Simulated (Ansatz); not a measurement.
## Cu

```
Cu
1.0
     0.00000    1.81488    1.81488
     1.81488    0.00000    1.81488
     1.81488    1.81488    0.00000
Cu
1
Direct
  0.00000 0.00000 0.00000
```

The cell was built from the fcc type and relaxed in the same program, and has space group Fm-3m; it needn't be a known or the stable phase.

These are results of Ansatz 0.2.0, DFT, PBE, all-electron LAPW, scalar-relativistic, not measurements.

Sampling and basis: a Γ-centred 20×20×20 k mesh, Fermi–Dirac smearing of 0.03 eV, basis error target 0.5 meV/atom, no spin polarisation.

```yaml
Pressure_at_this_cell: -0.03 GPa
Volume_per_atom: 11.96 Å³
```

Task: Density of states at the Fermi level (0.2 eV bin): what does the calculation give?

Result: 0.31 states/eV per cell.

Task: Predict this quantity. Band gap.

Result: none: with an odd electron count and no spin polarisation the bands can't all be full, a metal in this set-up (spin order or a larger cell could open a gap).
